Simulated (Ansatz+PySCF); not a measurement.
Values are calculated unless marked as measured or tabulated.
This Ansatz input gave a total energy of -342.13883 hartree.

```yaml
crystal:
  periodic: [false, false, false]
  atoms:
    - { symbol: Al, position_ang: [0.0, 0.0, -0.6858] }
    - { symbol: F, position_ang: [0.0, 0.0, 0.99061] }
basis:
  gaussian: { orbitals: def2-SVP }
hamiltonian:
  xc: { name: wB97X }
scf:
  omitted_lower_state_checks: [stability, starts, atomic_configurations, cluster_reference, orbital_swaps, given_window_search, neighbouring_geometries, increment]
```

Write an input for PySCF with the same method and basis set.

```python
from pyscf import gto, dft

mol = gto.M(atom="""
Al 0.000000 0.000000 -0.685800
F 0.000000 0.000000 0.990610
""", basis='def2-svp', charge=0, spin=0)
mf = dft.RKS(mol, xc='wb97x')
mf.kernel()
print(mf.converged, mf.e_tot, mf.spin_square()[0])
```

PySCF 2.14.0 gave -342.13884 hartree, 0.14 meV from the first.
